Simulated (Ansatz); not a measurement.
# C₃H₄FN: up Jacob's ladder to CCSD(T)

An exercise on one series of results from a longer session: the logs are not shown, and one member is left open.

Program: Ansatz 0.2.0, Gaussian basis. Level of theory: functionals in def2-TZVPP, the program's frozen cores in correlated methods. These are calculated values, not measurements.

The runs, in order: LDA (SPW92), PBE-D4, revPBE-D4, BLYP-D4, r2SCAN-D4, B97M-V, PBE0-D4, B3LYP-D4, r2SCANh-D4, r2SCAN0-D4, HSE06-D4, BHLYP-D4, CAM-B3LYP-D4, LC-ωPBE, ωB97X-V, ωB97M-V, B2PLYP, PBE-QIDH; CCSD(T)/def2-SVP; CCSD(T)/def2-TZVPP; MP2/def2-QZVPP; extrapolation to the limit; RPA on PBE.

## The geometry

The geometry comes from an earlier relaxation with PBE0-D4 in a triple-zeta def2 set; it is a stationary point, not always the lowest conformer.

9 atoms, charge 0, spin multiplicity 1.

Atoms are counted from 1 here; the program's logs count them from 0.

Bond lengths: N1–C2 1.410 Å, N1–H6 1.013 Å, N1–H7 1.013 Å, C2–F3 1.409 Å, C2–C4 1.457 Å, C2–C5 1.457 Å, C4–C5 1.300 Å, C4–H8 1.078 Å, C5–H9 1.078 Å. Angles: C2–N1–H6 110.5°, C2–N1–H7 110.5°, H6–N1–H7 107.6°, N1–C2–F3 111.2°, N1–C2–C4 124.7°, N1–C2–C5 124.7°, F3–C2–C4 116.0°, F3–C2–C5 116.0°, C4–C2–C5 53.0°, C2–C4–C5 63.5°, C2–C4–H8 147.3°, C5–C4–H8 149.2°, C2–C5–C4 63.5°, C2–C5–H9 147.3°, C4–C5–H9 149.2°.

Set-up of the first run:

The input, in.yaml:

```yaml
crystal:
  periodic: [false, false, false]
  atoms:
    - {symbol: N, position_ang: [-0.377310, 0.877133, -1.012959]}
    - {symbol: C, position_ang: [0.137619, -0.161245, -0.210192]}
    - {symbol: F, position_ang: [0.837017, -1.105861, -0.986536]}
    - {symbol: C, position_ang: [-0.502185, -0.673050, 0.994605]}
    - {symbol: C, position_ang: [0.596536, 0.002040, 1.162960]}
    - {symbol: H, position_ang: [-1.009786, 0.505791, -1.711779]}
    - {symbol: H, position_ang: [0.371765, 1.354895, -1.499691]}
    - {symbol: H, position_ang: [-1.313582, -1.240925, 1.419193]}
    - {symbol: H, position_ang: [1.348626, 0.394822, 1.827197]}
basis:
  gaussian: {orbitals: def2-TZVPP}
hamiltonian: {xc: lda}
output: {orbitals: {seedname: orbitals}}
```

Started as:

```bash
ansatz run in.yaml --threads 2 --pin off --events-out ev --progress --plain --max-ram 4352MiB
```

Steps of the session up to this table: LDA; PBE-D4 (GGA); revPBE-D4 (GGA); BLYP-D4 (GGA); r2SCAN-D4 (meta-GGA); B97M-V (meta-GGA); PBE0-D4 (hybrid); B3LYP-D4 (hybrid); r2SCANh-D4 (hybrid); r2SCAN0-D4 (hybrid); HSE06-D4 (hybrid); BHLYP-D4 (hybrid); CAM-B3LYP-D4 (range-separated); LC-ωPBE (range-separated); ωB97X-V (range-separated); ωB97M-V (range-separated); B2PLYP (double hybrid); PBE-QIDH (double hybrid).

One of the session's tables, all rows but one given; the rest of the session is left out.

It belongs to the step «Orbital energies across the functionals». 

```
  functional  HOMO (eV)  gap (eV)
 LDA (SPW92)      -6.16      4.60
      PBE-D4      -6.00      4.71
   revPBE-D4      -5.93      4.75
     BLYP-D4      -5.89      4.72
   r2SCAN-D4      -6.33      5.31
      B97M-V      -6.48      5.56
     PBE0-D4      -7.56      7.36
    B3LYP-D4          ?         ?
  r2SCANh-D4      -6.92      6.29
  r2SCAN0-D4      -7.80      7.75
    HSE06-D4      -7.15      6.56
    BHLYP-D4      -8.98      9.92
CAM-B3LYP-D4      -9.02      9.98
     LC-ωPBE     -10.44     12.66
     ωB97X-V     -10.06     12.18
     ωB97M-V      -9.97     11.95
```

Q: Estimate the row for B3LYP-D4 from the others.

Worked estimate for «HOMO (eV)». Against the share of exact exchange, BLYP-D4 (0, -5.89), BHLYP-D4 (0.5, -8.98) give a slope of -6.18 per unit share; at 0.2 the line stands at -7.13.

**Answer.** HOMO (eV): -7.30; gap (eV): 6.83. In «HOMO (eV)» the line misses by +0.17.
